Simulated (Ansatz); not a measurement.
System: C₂Cl₃, charge 0, multiplicity 2. It need not be the lowest isomer of its formula. 
Coordinates optimised at B3LYP-D3(BJ)/def2-TZVP (Ansatz, a quantum-chemistry and plane-wave program):
SMILES: Cl[C]=C(Cl)Cl
```xyz
5

C      0.0087     0.2424     1.0148
C     -0.0009     0.3126    -0.2916
Cl     0.0124    -0.9384     2.1699
Cl    -0.0146    -1.0930    -1.3167
Cl    -0.0005     1.8355    -1.1084
```
Charge 0, spin multiplicity 2.

Wanted: atomisation energy (electronic, to ground-state atoms), in eV. Correlated levels leave the core frozen unless marked. Open shells are spin-unrestricted. No spin-orbit coupling. Non-relativistic. The coupled-cluster limit lacks core correlation, which all-electron functionals hold. Basis-set limits of correlation are two-point, X^-3; Hartree-Fock from the larger set. The bracket is a focal-point correction in the basis named.

The UHF reference is spin-contaminated (<S^2> 0.25 over the pure value in the largest basis). 

```
level                                                                 program  atomisation energy (eV)
-------------------------------------------------------------  --------------  -----------------------
revPBE-D3(BJ)/def2-TZVPD                                       Ansatz + dftd3                    17.20
r2SCAN/def2-TZVPD                                                      Ansatz                    17.01
B3LYP-D3(BJ)/def2-TZVPD                                        Ansatz + dftd3                    16.40
B3LYP/def2-TZVPD                                                       Ansatz                    16.08
BHLYP-D3(BJ)/def2-TZVPD                                        Ansatz + dftd3                    15.31
r2SCANh/def2-TZVPD                                                     Ansatz                    16.73
LC-wPBE-D3(BJ)/def2-TZVPD                                      Ansatz + dftd3                    16.67
LC-wPBE/def2-TZVPD                                                     Ansatz                    16.50
B2GP-PLYP-D4/def2-TZVPD                                        Ansatz + dftd4                    16.19
RPA@PBE/cc-pV(Q+d)Z                                                    Ansatz                    14.40
CCSD/cc-pV(D+d)Z                                                       Ansatz                      [?]
RI-MP2/CBS(cc-pV(T+d)Z,cc-pV(Q+d)Z)+[CCSD(T)-MP2]/cc-pV(T+d)Z          Ansatz                      [?]
```

**Question.** Some entries are withheld; supply them.

**Answer.** 
- CCSD/cc-pV(D+d)Z, atomisation energy (eV): 14.07
- RI-MP2/CBS(cc-pV(T+d)Z,cc-pV(Q+d)Z)+[CCSD(T)-MP2]/cc-pV(T+d)Z, atomisation energy (eV): 16.32
